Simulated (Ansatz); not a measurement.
Rock-salt MgS, treated with r²SCAN (PAW; Ansatz, a program for electronic structure).

Run with plane-wave cutoff 600 eV, 12×12×12 k mesh, scalar-relativistic PAW data made under PBE.

Cell (relaxed at this level):

```xyz
2
Lattice="0.0000 2.6015 2.6015 2.6015 0.0000 2.6015 2.6015 2.6015 0.0000" Properties=species:S:1:pos:R:3 pbc="T T T"
Mg     0.0000     0.0000     0.0000
S      2.6015     2.6015     2.6015
```

**Question.** Estimate the Poisson ratio, Voigt–Reuss–Hill bulk modulus, elastic constant C12, elastic constant C11 and elastic constant C44 that the calculation returns.

**Answer.** 
- Poisson ratio = 0.209
- Voigt–Reuss–Hill bulk modulus = 79.8 GPa
- elastic constant C12 = 44.1 GPa
- elastic constant C11 = 151 GPa
- elastic constant C44 = 60.3 GPa

Elastic constants are with the ions relaxed.

Static lattice: no zero-point or thermal effects.

Cost on a shared machine: around 100 core-seconds (rough).
